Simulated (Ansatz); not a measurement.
Mg, hcp: geometry optimisation

All numbers below come from DFT, r2SCAN, plane waves (500 eV) with PAW, scalar-relativistic in Ansatz. The PAW files were generated under PBE, with cores re-solved for the functional.

k-point mesh 11×11×6, Fermi-Dirac smearing 0.1 eV, no spin polarisation. Cell and atoms relax.

Starting structure:

```yaml
crystal:
  lattice:
    - [3.2092715325, 0.0, 0.0]
    - [-1.6046357662, 2.7793106748, 0.0]
    - [0.0, 0.0, 5.21033]
  atoms:
    - { symbol: Mg, position: [0.3333333333, 0.6666666667, 0.25] }
    - { symbol: Mg, position: [0.6666666667, 0.3333333333, 0.75] }
hamiltonian:
  xc: r2scan
  pseudopotentials:
    kind: paw
    azcp:
      Mg: "pseudopotentials/Mg.paw.azcp"
basis:
  ecutwfc: 500
  fft_grid_basis: typed
kpoints:
  mp_grid: { grid: [11, 11, 6], shift: [0, 0, 0] }
magnetization:
  spin_polarized: false
scf:
  occupations: { method: fermi_dirac, width: 0.1 }
relax:
  max_steps: 60
  f_tol: 0.01
  cell: {}
```

Problem. What cell does the relaxation end in?

Solution. P6_3/mmc with a = 3.179 Å, c = 5.157 Å (c/a = 1.622); 22.57 Å³ per atom against 23.24 at the start (-2.9 %).

Problem. How much energy does the relaxation gain?

Solution. 2.3 meV per atom.

Path of the relaxation (the plane waves are chosen anew near the end, which can shift the energy a little):

```json
{"step": "0", "E − E(final) (meV/atom)": "2.29", "V (Å³/atom)": "23.237", "P (GPa)": "-1.08", "max force (eV/Å)": "0.000"}
{"step": "1", "E − E(final) (meV/atom)": "-0.05", "V (Å³/atom)": "22.671", "P (GPa)": "-0.17", "max force (eV/Å)": "0.000"}
{"step": "2", "E − E(final) (meV/atom)": "-0.12", "V (Å³/atom)": "22.571", "P (GPa)": "0.01", "max force (eV/Å)": "0.000"}
{"step": "3", "E − E(final) (meV/atom)": "0.00", "V (Å³/atom)": "22.571", "P (GPa)": "0.01", "max force (eV/Å)": "0.000"}
```
